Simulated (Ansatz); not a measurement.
AlH₅O (`[OH2+][AlH3-]`) from Hartree–Fock to CCSD(T)

```xyz
7

O    -0.6809    0.9130   -0.2413
Al    0.3058   -0.8149    0.1651
H    -0.3388    1.3315   -1.0389
H    -0.5942    1.5449    0.4809
H    -0.8521   -1.9067    0.1329
H     1.2973   -0.7242   -1.0907
H     0.8630   -0.3434    1.5918
```

Total charge 0; spin multiplicity 1. Geometry: relaxed with PBE0-D4/def2-TZVP. Frozen core, restricted reference, the Gaussian-basis code of Ansatz. CBS rows extrapolate triple and quadruple zeta.

| basis | HF (Eh) | MP2 corr. | CCSD corr. | (T) | CCSD(T) total |
| --- | --- | --- | --- | --- | --- |
| def2-SVP | -319.55177 | -0.28351 | -0.31430 | -0.00485 | -319.87092 |
| def2-TZVPP | -319.73324 | -0.35948 | -0.38797 | -0.00998 | -320.13119 |
| def2-QZVPP | -319.74463 | -0.38727 | -0.41128 | -0.01160 | -320.16751 |
| CBS(def2) | -319.74620 | -0.40786 | -0.42855 | -0.01280 | -320.18755 |
| cc-pV(D+d)Z | -319.69671 | ? | -0.31763 | -0.00503 | ? |
| cc-pV(T+d)Z | -319.73331 | -0.36095 | ? | ? | ? |
| cc-pV(Q+d)Z | -319.74310 | -0.38781 | -0.41183 | ? | ? |
| CBS(cc) | -319.74605 | -0.40693 | -0.42804 | -0.01259 | -320.18668 |

Problem. Fill in the withheld values. (Best estimate.)

Solution. Computed: cc-pV(D+d)Z MP2 corr.: -0.28572; cc-pV(D+d)Z CCSD(T) total: -320.01937; cc-pV(T+d)Z CCSD corr.: -0.38905; cc-pV(T+d)Z (T): -0.01017; cc-pV(T+d)Z CCSD(T) total: -320.13253; cc-pV(Q+d)Z (T): -0.01159; cc-pV(Q+d)Z CCSD(T) total: -320.16652.
